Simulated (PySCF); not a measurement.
Molecule: SMILES C=C(C=C)[O-], [C4H5O]-.

Structure with atom numbers: `[CH2:1]=[CH:2][C:3](=[CH2:4])[O-:5]`. Hydrogens are named by the atom that carries them. Ha(C4) is cis to C2; Ha(C1) is cis to C3; Hb(C4) is trans to C2; Hb(C1) is trans to C3.

Geometry PBE0-D3(BJ)/def2-SVP throughout; GIAO in PySCF, gas phase, one conformer, non-relativistic; equivalent atoms averaged; basis pcSseg-2.

For orientation, B97-2 gives these absolute shieldings σ: C3 8.4, C2 24.1, C1 78.8, C4 117.3, O5 62.9, H(C2) 24.71, Ha(C1) 25.57, Hb(C1) 27.24, Ha(C4) 28.64 ppm.

A run gave: C3 3.1, C2 18.4, C1 74.4, C4 117.5, O5 64.2, H(C2) 24.67, Ha(C1) 25.43, Hb(C1) 27.10, Ha(C4) 28.75 ppm (absolute shieldings σ).

**Question.** Which functional was used in that run?
A. CAM-B3LYP
B. wB97X-D
C. PBE
D. KT3
E. KT2

**Answer.** B. C1 tells them apart best: wB97X-D gives 74.4, CAM-B3LYP gives 72.1, KT2 gives 86.5, PBE gives 76.6, KT3 gives 86.9 ppm.
